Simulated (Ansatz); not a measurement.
Basis-set extrapolation for `[BH4-]` (PBE0-D4/def2-TZVPD geometry, frozen core, Ansatz). Multiplicity 1, RHF reference.

```tsv
	def2-TZVPPD	def2-QZVPPD
HF	-26.987613	-26.989628
MP2 correlation	-0.167029	-0.175533
CCSD(T) correlation	-0.197257	-0.203678
```

Energies in hartree. Use E(X) = E(∞) + A·exp(−7.88·√X) for Hartree–Fock and E(X) = E(∞) + B·X^(−2.97) for correlation, with X = 3 and 4.

Problem. What is the CCSD(T) energy at the basis-set limit?

Solution. HF limit: -26.989628 + (-0.002015) × 0.13774 = -26.98991. Correlation limit: -0.203678 + (-0.006421) × 0.74074 = -0.20843. Total: -27.19834 hartree, 35.4 kJ/mol below CCSD(T)/def2-TZVPPD.
